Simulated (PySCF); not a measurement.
The group X on NC-X is varied. Gas-phase values, no solvent. One relaxed conformer stands for each flexible species; it need not be the lowest. Strings in code marks are SMILES.

Computed with PBE-D3(BJ)/def2-TZVP // B3LYP-D3(BJ)/def2-TZVP run with PySCF. All candidates: neutral, multiplicity 1. Excitations are Tamm–Dancoff values on a coarser integration grid. The basis has no diffuse functions, so Rydberg states are missing or too high.

```
Item                    Value
-------------------  --------
S1 excitation (TDA)   8.18 eV
LUMO                 -0.86 eV
HOMO–LUMO gap         8.18 eV
```

Q: Name which member has these values.
A) `CC#N`
B) `C#N`
C) `N#CB(O)O`
D) `[C-]#[N+]C#N`

A: B, `C#N`. The others give `[C-]#[N+]C#N`: 5.84 eV, -3.29 eV, 5.50 eV; `CC#N`: 7.92 eV, -0.19 eV, 7.92 eV; `N#CB(O)O`: 6.54 eV, -2.26 eV, 6.24 eV
